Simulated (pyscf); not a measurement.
PySCF, gas phase, ωB97X-D3(BJ)/def2-SVP geometries.

Estimate by transition-state theory the rate constant of O=VH(Cl)–Cl + H₃Si–Cl -> O=V(Cl)(Cl)–Cl + silane (SiH₄) (singlet surface; H–V, Cl–Si broken, Cl–V, H–Si formed) at 298 K, with ωB97M-D3(BJ)/def2-TZVP energies (ideal gas, 1 atm, RRHO with modes under 100 cm⁻¹ raised to 100, one conformer, R ln 2 for chiral ones without a mode under 150 cm⁻¹; no tunnelling).

The electronic barrier is 16.1 kcal/mol and the thermal terms add +13.6, so ΔG‡ = 29.7 kcal/mol. With k_BT/h = 6.21e+12 s⁻¹ and RT = 0.592 kcal/mol, and a volume of 4.06e-20 cm³ per molecule at 1 atm, k = 4.2e-29 cm³ molecule⁻¹ s⁻¹. Wigner's tunnelling factor for 292i cm⁻¹ would be 1.08. A shift of 1 kcal/mol in the barrier changes k by a factor 5.4. On the reactant side the descent ends in an adduct with a Cl–V contact, 3.7 kcal/mol under the separated species and 12.7 kcal/mol under the saddle at ωB97X-D3(BJ)/def2-TZVP. What is counted as formed (Cl–V) is already present as a longer contact in the reactant adduct; forming that adduct is a step of its own. At ωB97X-D3(BJ)/def2-TZVP the barrier from the zero used here is 9.0 kcal/mol. One saddle was located; it need not be the lowest between these sides.
